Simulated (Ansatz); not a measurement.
One elementary step

Start structure (Si$_{2}$NH$_{9}$, closed shell), relaxed at PBE0-D4/def2-TZVP:

```xyz
12
angstrom
Si -1.6427 -0.0431 0.8538
N -0.4832 -1.2379 1.2824
H -2.9793 -0.6919 0.8599
H -1.7152 1.1515 1.7478
H -1.3208 0.4543 -0.5103
H 1.0848 -0.6612 -1.9088
Si 1.6588 0.6471 -1.5101
H 0.4987 -1.0182 1.2304
H -0.6717 -1.8555 2.0554
H 1.6740 0.7455 -0.0259
H 3.0535 0.7550 -2.0093
H 0.8433 1.7545 -2.0655
```

The step: SiNH₅ ([NH2][SiH3]) + SiH₄ → Si₂H₆ ([SiH3][SiH3]) + NH₃; bonds formed: Si1–Si7, N2–H6; bonds broken: Si1–N2, H6–Si7. Ansatz 0.2.0; basis: def2-TZVPP and def2-QZVPP; cores frozen in the correlated methods. Extrapolation: Hartree–Fock as exp(−7.88 √X), correlation as X^−2.97. Energies below are by CCSD(T) at an estimated basis limit (MP2 extrapolated from triple and quadruple zeta, plus CCSD(T) − MP2 in triple zeta).

(1) What are the electronic barrier and the energy of the step, from the start structure to the end structure? (An estimate is asked for; the value comes from the calculation.)

The T1 diagnostic stays at or below 0.013.

## Answers

(1) The calculation gives: Barrier 2.232 eV; step energy 0.326 eV (uphill); reverse barrier, their difference, 1.906 eV. Barrier and step energy count from the start structure, the reverse barrier from the end structure.

The saddle point: One imaginary mode of 342i cm⁻¹.
| pair | start (Å) | saddle (Å) | end (Å) |
| --- | --- | --- | --- |
| Si1–Si7 | 4.12 | 3.04 | 2.34 |
| N2–H6 | 3.60 | 1.10 | 1.01 |
| Si1–N2 | 1.72 | 1.87 | 3.11 |
| H6–Si7 | 1.48 | 2.20 | 3.29 |

Zero-point energy (harmonic, PBE0-D4): ZPE is 2.242 eV at the start and 2.264 eV at the saddle, so the barrier goes from 2.232 to 2.254 eV.

Labels in which every atom is bracketed show which atoms are joined, not bond orders.

For scale, one of the runs: CCSD(T)/def2-TZVPP, 241 basis functions, launched by `ansatz run in.yaml --threads 4 --pin off --events-out ev --progress --plain --max-ram 9574MiB`. Hardware: 4 CPU threads of an Arm Neoverse V2, shared host. Wall time 57 s; peak host memory 4.3 GiB.
